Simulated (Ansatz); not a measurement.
Ansatz (a first-principles code) input:

Ansatz 0.2 input:
```yaml
crystal:
  periodic: [false, false, false]
  atoms:
    - {symbol: Cl, position_ang: [-0.00000000, -0.00000000, -0.95498874]}
    - {symbol: Cl, position_ang: [0.00000000, 0.00000000, 0.95498874]}
basis:
  gaussian:
    orbitals: def2-TZVPD
hamiltonian:
  xc: {name: B3LYP}
total_charge: 1
magnetization: {spin_polarized: true, initial_magnetization: 1}
output: {forces: true}
```

Problem. Predict the final energy.

Solution. -920.00608 Eh (B3LYP/def2-TZVPD). The basis has 92 functions.
